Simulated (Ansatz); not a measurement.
Relaxed structures of CH3MgO, doublet (PBE0-D4/def2-TZVP; forces vanish, vibrations not checked; lower isomers may exist, and structures with a doubtful reference or unclear bonds are left out; Å). Program: Ansatz 0.2.0. Basis: def2-TZVPP. Cores are frozen in the correlated methods; orbitals are unrestricted. The outer core shell of Li, Na, Mg and K is correlated. The def2 sets are not built for correlating such inner shells, so the correlated values are less sure here.

**Question.** Rank them by CCSD(T) energy, lowest first, and give each one's height above the lowest. Links in brackets join atoms within 1.22 times the sum of their covalent radii (1.1 for two metals). (To be estimated.)
A.
CH₃MgO ([OH][CH][MgH])
```
6
angstrom
O -0.5372 -1.2699 -1.0376
C 0.3306 -0.3571 -0.4995
Mg 0.1962 1.0646 0.9795
H -1.3904 -1.2047 -0.6045
H 1.2771 -0.4851 -1.0356
H 0.1238 2.2522 2.1977
```
B.
CH₃MgO ([CH2][Mg][OH])
```
6
angstrom
O -1.3905 -1.5544 -0.9556
C 1.1230 0.9295 0.4447
Mg -0.2261 -0.4036 -0.3069
H -2.0171 -2.1737 -1.3013
H 2.1557 1.0376 0.1073
H 0.9222 1.6432 1.2461
```
C.
CH₃MgO ([CH2]1[O][MgH]1)
```
6
angstrom
O -0.6428 -0.0511 -0.5131
C 0.4966 -0.6944 -0.2892
Mg -0.1834 1.2355 0.7780
H 0.4730 -1.6215 0.2919
H 1.3064 -0.6022 -1.0196
H -0.1867 2.5705 1.8129
```

**Answer.** Computed: B (0.0 kJ/mol), C (59.4 kJ/mol), A (189.6 kJ/mol). Heights count from the lowest.

No T1 diagnostic of these runs exceeds 0.016. ⟨S²⟩ of the unrestricted Hartree–Fock references: 0.76 (a pure state has 0.75).

For scale, one of the runs: CCSD(T)/def2-TZVPP, 136 basis functions, launched by `ansatz run in.yaml --threads 2 --pin off --events-out ev --progress --plain --max-ram 4352MiB`. Hardware: 2 CPU threads of an Intel Xeon Platinum 8259CL, shared host. Wall time 60 s; peak host memory 2 GiB.
